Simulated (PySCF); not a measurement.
TDDFT beside published excitation energies

Published values to compare with (the computed states carry no symmetry labels, so the two lists aren't matched line by line):

```tsv
state	E (eV)	f	kind of transition	source
3Bu(π→π*)	2.30		vertical absorption	[1]
3Ag(π→π*)	3.67		vertical absorption	[1]
1Bu(π→π*)	4.78	1.557	vertical absorption	[2]
1Bu(π→π*)	4.94		vertical absorption	[1]
1Ag(π→π*)	4.98		vertical absorption	[1]
1Bu(π→π*)	6.06		vertical absorption	[1]
1Ag(π→π*)	6.50		vertical absorption	[1]
1Ag(π→π*)	6.81		vertical absorption	[1]
1Bu(π→π*)	7.91		vertical absorption	[1]
```

[1] computed, CC3/TZVP, gas; arXiv:2401.06101 (2024), CC3 reference column of Thiel's set
[2] computed, theoretical best estimate (aug-cc-pVTZ, frozen core, CC3 geometry), gas; Veril, Scemama, Caffarel, Lipparini, Boggio-Pasqua, Jacquemin, Loos, WIREs Comput. Mol. Sci. 2021, 11, e1517 (QUESTDB)

Species: octatetraene, C8H10.
SMILES: `C=C/C=C/C=C/C=C`

Theory: PySCF 2.14.0, density-fitted response routines, TDDFT wB97X-D/def2-SVPD, vertical, gas phase, core orbitals frozen in the response. The structure is a single PBE0-D3(BJ)/def2-SVP conformer in the gas phase; no vibrational or solvent corrections. Torsions of this conformer, `[CH2:1]=[CH:2]/[CH:3]=[CH:4]/[CH:5]=[CH:6]/[CH:7]=[CH2:8]`: C1–C2–C3–C4 180°, C3–C4–C5–C6 180°, C5–C6–C7–C8 180°.

Computed singlets: 4.27 eV (f 1.562); 5.95 eV (f 0.000); 6.28 eV (f 0.000); 6.30 eV (f 0.000); 6.51 eV (f 0.000); 6.82 eV (f 0.021); 6.90 eV (f 0.000); 6.93 eV (f 0.000); 6.95 eV (f 0.000); 7.11 eV (f 0.000). Computed triplets (Tamm–Dancoff): 2.18, 3.58, 4.76, 5.41 eV.

How does the lowest computed singlet compare with the best estimate listed for the lowest singlet (vertical absorption)?

4.27 eV against 4.94 eV for 1Bu(π→π*) [1]: a difference of -0.67 eV. Geometry and basis of the two calculations needn't be the same.

How does the lowest computed triplet compare with the best estimate listed for the lowest triplet (vertical absorption)?

2.18 eV against 2.30 eV for 3Bu(π→π*) [1]: a difference of -0.12 eV. Geometry and basis of the two calculations needn't be the same.

The vertical ionisation energy (ΔSCF) is 7.51 eV, 0.40 eV above S10.

The run took 89 s wall (grids of density and orbitals included) on one thread, Intel Xeon 6975P-C (x86_64), shared host with 192 logical CPUs at a one-minute load of 52, and the process peaked at 1.3 GiB of memory.
